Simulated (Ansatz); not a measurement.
**BH2F (SMILES BF): wB97X/cc-pVTZ**

Aim: the energy change on altering one bond length of BH2F at wB97X/cc-pVTZ, from 2 runs. 

The calculation is run with Ansatz 0.2.0.

48 further runs of the same task are left out: 48 set aside as unsound or not needed.

## Step 1: The molecule

The species is BH2F (4 atoms), meant as a singlet with charge 0. As SMILES, `BF`. The shape is that of a PBE0-D4/def2-TZVP optimisation.

Bond lengths: B1–F2 1.317 Å, B1–H3 1.197 Å, B1–H4 1.198 Å. Angles: F2–B1–H3 117.8°, F2–B1–H4 117.8°, H3–B1–H4 124.4°.

## Step 2: A single-point energy at wB97X/cc-pVTZ

Contents of molecule.yaml:

```yaml
crystal:
  periodic: [false, false, false]
  atoms:
    - {symbol: B, position_ang: [-0.027300, -0.004000, -0.030800]}
    - {symbol: F, position_ang: [1.061200, -0.296700, 0.649900]}
    - {symbol: H, position_ang: [-1.012500, -0.649100, 0.186200]}
    - {symbol: H, position_ang: [0.034200, 0.889600, -0.825600]}
basis:
  gaussian:
    orbitals: cc-pVTZ
magnetization:
  spin_polarized: false
hamiltonian:
  xc: {name: wB97X}
accuracy: high
output: {orbitals: {seedname: orbitals}}
```

Command:

```sh
$ ansatz run molecule.yaml --threads 1 --pin off --max-ram 3480MiB --events-out events.jsonl --progress --plain --runs-dir runs
```

The program printed:

```text
Warning: RAYON_NUM_THREADS=1 ignored (pool sized by the plan → 1); use --threads N
Functional definition: wB97X
  name "wB97X"
  parameter omega = 0.3/bohr
  parameter cx = 0.157706
  parameter cx1 = 0.726479
  parameter cx2 = 1.04760
  parameter cx3 = -5.70635
  parameter cx4 = 13.2794
  parameter css1 = -4.33879
  parameter css2 = 18.2308
  parameter css3 = -31.7430
  parameter css4 = 17.2901
  parameter cos1 = 2.37031
  parameter cos2 = -11.3995
  parameter cos3 = 6.58405
  parameter cos4 = -3.78132
  exchange = spin_sum(e_x_unif_sr(omega)*poly(b97_u_x, 1 - cx, cx1, cx2, cx3, cx4)) + cx*exact_x_sr(omega)
      + exact_x_lr(omega)
  correlation = spin_sum(e_c_pw_same_spin*poly(b97_u_same, 1, css1, css2, css3, css4))
      + integral(e_c_pw_opposite_spin*poly(b97_u_opposite, 1, cos1, cos2, cos3, cos4))
1444 factors; integrals over basis functions are off by at most 3.0e-9 eV
231 factors; integrals over basis functions are off by at most 1.4e-9 eV
mean field evaluation 1: about -3426.0250 eV, gradient 2.7e1 eV
mean field evaluation 2: about -3425.9627 eV, gradient 3.1e1 eV
mean field evaluation 4: about -3427.0837 eV, gradient 1.7e-1 eV
mean field evaluation 8: about -3427.0808 eV, gradient 2.2e-3 eV
mean field evaluation 16: about -3427.0808 eV, gradient 7.6e-7 eV
mean field -3427.08080888 eV, -125.9428967675 hartree, gradient 5.9e-8 eV, S^2 0.000000; 0 other end points of the search recorded, 0 dependent functions left out
reference -3427.08080633 eV, -125.9428966736 hartree; 8, 8 occupied and 80, 80 virtual orbitals, 1444 factors
Total energy: -3427.08080633 eV, -125.9428966736 hartree
```

Wall time 9.3 s (1 thread of Arm Neoverse V1, shared host); peak memory 0.26 GiB.

## Step 3: The distorted shape, same level

Contents of in.yaml:

```yaml
crystal:
  periodic: [false, false, false]
  atoms:
    - symbol: B
      position_ang: [0.120516, 0.092789, -0.063358]
    - symbol: F
      position_ang: [1.209016, -0.199911, 0.617342]
    - symbol: H
      position_ang: [-1.012500, -0.649100, 0.186200]
    - symbol: H
      position_ang: [0.182016, 0.986389, -0.858158]
basis:
  gaussian: {orbitals: cc-pVTZ}
hamiltonian: {xc: {name: wB97X}}
accuracy: high
output: {orbitals: {seedname: orbitals}}
```

Command:

```sh
$ ansatz run in.yaml --threads 1 --pin off --max-ram 3480MiB --events-out events.jsonl --progress --plain --runs-dir runs
```

The program printed:

```text
Warning: RAYON_NUM_THREADS=1 ignored (pool sized by the plan → 1); use --threads N
Functional definition: wB97X
  name "wB97X"
  parameter omega = 0.3/bohr
  parameter cx = 0.157706
  parameter cx1 = 0.726479
  parameter cx2 = 1.04760
  parameter cx3 = -5.70635
  parameter cx4 = 13.2794
  parameter css1 = -4.33879
  parameter css2 = 18.2308
  parameter css3 = -31.7430
  parameter css4 = 17.2901
  parameter cos1 = 2.37031
  parameter cos2 = -11.3995
  parameter cos3 = 6.58405
  parameter cos4 = -3.78132
  exchange = spin_sum(e_x_unif_sr(omega)*poly(b97_u_x, 1 - cx, cx1, cx2, cx3, cx4)) + cx*exact_x_sr(omega)
      + exact_x_lr(omega)
  correlation = spin_sum(e_c_pw_same_spin*poly(b97_u_same, 1, css1, css2, css3, css4))
      + integral(e_c_pw_opposite_spin*poly(b97_u_opposite, 1, cos1, cos2, cos3, cos4))
1435 factors; integrals over basis functions are off by at most 2.8e-9 eV
236 factors; integrals over basis functions are off by at most 1.2e-9 eV
mean field evaluation 1: about -3425.6781 eV, gradient 2.7e1 eV
mean field evaluation 2: about -3425.5891 eV, gradient 3.2e1 eV
mean field evaluation 4: about -3426.7872 eV, gradient 1.6e-1 eV
mean field evaluation 8: about -3426.7848 eV, gradient 2.2e-3 eV
mean field evaluation 16: about -3426.7848 eV, gradient 7.0e-7 eV
mean field -3426.78478626 eV, -125.9320181370 hartree, gradient 7.5e-8 eV, S^2 0.000000; 0 other end points of the search recorded, 0 dependent functions left out
reference -3426.78478371 eV, -125.9320180430 hartree; 8, 8 occupied and 80, 80 virtual orbitals, 1435 factors
Total energy: -3426.78478371 eV, -125.9320180430 hartree
```

Run time: 9.3 s. Hardware: 1 thread of Arm Neoverse V1, shared host; peak memory 0.26 GiB.

## Step 4: Results

Level: wB97X/cc-pVTZ.

```
                                                         quantity          value
                                        first shape: total energy  -125.94290 Eh
                                         first shape: HOMO energy      -11.85 eV
                                         first shape: LUMO energy        1.26 eV
                                       first shape: HOMO–LUMO gap       13.11 eV
                                    distorted shape: total energy  -125.93202 Eh
                                     distorted shape: HOMO energy      -11.57 eV
                                     distorted shape: LUMO energy        1.18 eV
                                   distorted shape: HOMO–LUMO gap       12.75 eV
energy change with the B1–H3 bond stretched from 1.197 to 1.377 Å       0.296 eV
```

What this shows: With the B1–H3 bond stretched from 1.197 to 1.377 Å the energy rises by 0.30 eV (28.6 kJ/mol). The first shape isn't relaxed at this level, so the change isn't measured from a minimum.
